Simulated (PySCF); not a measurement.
An unknown is described by computed data only.

Elements present: B, C and H. Monoisotopic mass: 42.0641 u.

| Quantity | Value |
| --- | --- |
| 1H NMR | chemical shifts (computed TMS as zero) by class: 7.60 (2 H), 1.76 (2 H), 0.81 (3 H) ppm [GIAO PBE0/pcSseg-1] |
| Polarisability | 41.5 au [CAM-B3LYP/def2-SVPD] |
| Dipole | 0.75 D [CAM-B3LYP/def2-SVPD] |
| Couplings | largest of the computed one-bond spin–spin couplings (means over like bonds): 13C–1H +135.5 (×3), 11B–1H +134.5 (×2), 13C–1H +131.4 (×2), 13C–11B +50.6, 13C–13C +26.6 Hz [B3LYP/pcJ-1, spin–dipole term left out for some pairs] |
| XPS | B1s 196.3, C1s 290.3, C1s 290.9 eV [ΔSCF SCAN, pcX-2 on the ionised atom, pcseg-1 elsewhere, spin-free X2C] |
| 13C NMR | chemical shifts (computed TMS as zero) by class: 21.2 (1 C), 0.4 (1 C) ppm [GIAO PBE0/pcSseg-1] |
| Rotational structure | rotational constants A, B, C: 27.070, 9.392, 8.185 GHz [PBE0-D3(BJ)/def2-SVP] |
| NMR, other nuclei | isotropic shieldings of nuclei other than C and H, by class: 13 (1 B) ppm [GIAO PBE0/pcSseg-1] |

Gas-phase values; electronic properties from PySCF, density fitting. Levels stand in brackets. Geometry: PBE0-D3(BJ)/def2-SVP, one conformer, isolated molecule. NMR classes are plain means over equivalent atoms (diastereotopic ones count apart unless rotation or inversion swaps them), as if these changed places fast.

**Question.** Which formula fits the mass and the elements?

**Answer.** C2H7B (calculated 42.0641). No other formula that holds each of these elements comes within 0.0003 u with a fitting electron parity and a possible valence count.

**Question.** Propose a structure and show how it fits.

**Answer.** 2 carbons fall into 2 classes; from least to most shielded: carbon bonded to B, C and 2 H (21.2 ppm), carbon bonded to C and 3 H (0.4 ppm). Hydrogen classes from least to most shielded: 2 H on a boron bonded to C and 2 H (7.60 ppm), 2 H on a carbon bonded to B, C and 2 H (1.76 ppm), 3 H on a carbon bonded to C and 3 H (0.81 ppm, a mean of values up to 1.0 ppm apart in this geometry). The other shieldings belong to: 13 ppm, boron bonded to C and 2 H. The couplings run between: +135.5 Hz, carbon bonded to C and 3 H and its hydrogen (with 2 like pairs); +134.5 Hz, boron bonded to C and 2 H and its hydrogen (with 1 like pair); +131.4 Hz, carbon bonded to B, C and 2 H and its hydrogen (with 1 like pair); +50.6 Hz, carbon bonded to B, C and 2 H and boron bonded to C and 2 H; +26.6 Hz, carbon bonded to B, C and 2 H and carbon bonded to C and 3 H. The core levels belong to: B1s 196.3 eV, boron bonded to C and 2 H; C1s 290.3 eV, carbon bonded to B, C and 2 H; C1s 290.9 eV, carbon bonded to C and 3 H. By its constants the optimised geometry is an asymmetric top. Structure: `[H]B([H])CC` (BH2Et). Computed isomers that give other values at the same levels: `[H]B(C)C` (core binding energies: B1s 195.9, C1s 290.2 (×2) eV). The assignments are read from this structure; whether some other isomer fits the data as well wasn't checked.
